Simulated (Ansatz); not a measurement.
**C₂H₃N: vertical ionisation energy**

One table from this session's results is given with a row withheld; the runs are named, their logs left out.

Method: unrestricted cation, the program's frozen cores in correlated methods; program: Ansatz 0.2.0, Gaussian basis.

Levels to be run: UKS PBE-D4/def2-TZVPP; UKS r2SCAN-D4/def2-TZVPP; UKS PBE0-D4/def2-TZVPP; UKS B3LYP-D4/def2-TZVPP; UKS wB97X-V/def2-TZVPP; UKS wB97M-V/def2-TZVPP; UKS B2PLYP/def2-TZVPP; UHF-CCSD(T)/def2-TZVPP; UHF-MP2/def2-QZVPP; extrapolation to the limit; then −ε(HOMO) from the neutral's earlier runs with LDA (SPW92), PBE-D4, revPBE-D4, BLYP-D4, r2SCAN-D4, B97M-V, PBE0-D4, B3LYP-D4, r2SCANh-D4, r2SCAN0-D4, HSE06-D4, BHLYP-D4, CAM-B3LYP-D4, LC-ωPBE, ωB97X-V, ωB97M-V.

## The relaxed structure

An earlier PBE0-D4 in a triple-zeta def2 set relaxation fixed the geometry.

SMILES `C=C=N`, 6 atoms, charge 0, spin multiplicity 1.

Atoms are counted from 1 here; the program's logs count them from 0.

Bond lengths: C1–C2 1.305 Å, C1–H4 1.081 Å, C1–H5 1.081 Å, C2–N3 1.217 Å, N3–H6 1.018 Å. Angles: C2–C1–H4 120.2°, C2–C1–H5 120.2°, H4–C1–H5 119.6°, C1–C2–N3 174.5°, C2–N3–H6 116.2°.

Set-up of the first run:

in.yaml

```yaml
crystal:
  periodic: [false, false, false]
  atoms:
    - {symbol: C, position_ang: [-0.735416, -0.035607, -0.632015]}
    - {symbol: C, position_ang: [0.189077, 0.098586, 0.279666]}
    - {symbol: N, position_ang: [0.982345, 0.304171, 1.179982]}
    - {symbol: H, position_ang: [-0.709518, 0.571218, -1.526629]}
    - {symbol: H, position_ang: [-1.525894, -0.762036, -0.502489]}
    - {symbol: H, position_ang: [1.841607, -0.240430, 1.155386]}
basis:
  gaussian: {orbitals: def2-TZVPP}
total_charge: 1
magnetization: {spin_polarized: true, initial_magnetization: 1}
hamiltonian: {xc: pbe, dispersion: d4}
```

Run with:

```bash
> ansatz run in.yaml --threads 2 --pin off --events-out ev --progress --plain --max-ram 4352MiB
```

Among the steps run: Cation, UKS PBE-D4/def2-TZVPP; Cation, UKS r2SCAN-D4/def2-TZVPP; Cation, UKS PBE0-D4/def2-TZVPP; Cation, UKS B3LYP-D4/def2-TZVPP; Cation, UKS wB97X-V/def2-TZVPP; Cation, UKS wB97M-V/def2-TZVPP; Cation, UKS B2PLYP (frozen core)/def2-TZVPP; Cation, UHF-CCSD(T)/def2-TZVPP; Cation, UHF-MP2/def2-QZVPP.

One of the session's tables, all rows but one given; the rest of the session is left out.

Orbital estimates, from the neutral's runs:

| functional | −ε(HOMO) (eV) |
| --- | --- |
| LDA (SPW92) | 5.88 |
| PBE-D4 | 5.73 |
| revPBE-D4 | 5.68 |
| BLYP-D4 | 5.61 |
| r2SCAN-D4 | 5.96 |
| B97M-V | 6.00 |
| PBE0-D4 | ? |
| B3LYP-D4 | 6.73 |
| r2SCANh-D4 | 6.41 |
| r2SCAN0-D4 | 7.09 |
| HSE06-D4 | 6.54 |
| BHLYP-D4 | 8.03 |
| CAM-B3LYP-D4 | 8.27 |
| LC-ωPBE | 9.61 |
| ωB97X-V | 9.25 |
| ωB97M-V | 9.14 |

Q: Estimate the row for PBE0-D4 from the others.

The run gave: −ε(HOMO) (eV): 6.94. In the column «−ε(HOMO) (eV)» it lies between B3LYP-D4 (6.73) and r2SCAN0-D4 (7.09).
